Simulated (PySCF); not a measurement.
C₄H₄F₂.
SMILES with atom numbers: `[F:1][C:2]1=[C:3]([F:4])[CH2:5][CH2:6]1` (hydrogens: H7, H8 on C5; H9, H10 on C6)

The calculation used PBE0-D3(BJ)/def2-SVP geometry optimisation, gas phase in PySCF.

(1) List the bond lengths, angles and torsions at this level.

Results:

(1) 
| bond | length (pm) |
| --- | --- |
| F1–C2, C3–F4 | 131.6 |
| C2=C3 | 133.6 |
| C5–C6 | 156.4 |
| C2–C6, C3–C5 | 149.8 |
| C5–H7 and 3 like bonds | 110.2 |

Bonds in one row agree within 1 pm and their mean is given. A selection of angles:
| angle | degrees |
| --- | --- |
| F1–C2–C3 | 135.4 |
| F1–C2–C6 | 130.3 |
| C3–C2–C6 | 94.3 |
| C3–C5–C6 | 85.6 |
| C3–C5–H7 | 115.6 |
| C6–C5–H7 | 114.1 |
| C6–C5–H8 | 114.5 |
| H7–C5–H8 | 109.4 |

Torsions: F1–C2–C3–F4 0° (synperiplanar); C2–C3–C5–C6 0° (synperiplanar); C3–C5–C6–C2 0° (synperiplanar); F1–C2–C6–C5 180° (antiperiplanar).

The 4-membered ring C2–C3–C5–C6 has internal angles of 85.6° to 94.4°; it is planar, 0.00 Å rms from its mean plane, widest ring torsion 0°. The 4 C–C bonds span 1.336 Å (C2=C3, drawn double) to 1.564 Å (C5–C6, drawn single), a spread of 0.228 Å. The 6 heavy atoms lie in one plane (0.003 Å rms).

Point group: C2v (tolerance 0.08 Å). No PBE0-D3(BJ)/def2-SVP frequencies stand behind this structure, so it isn't proved a minimum.
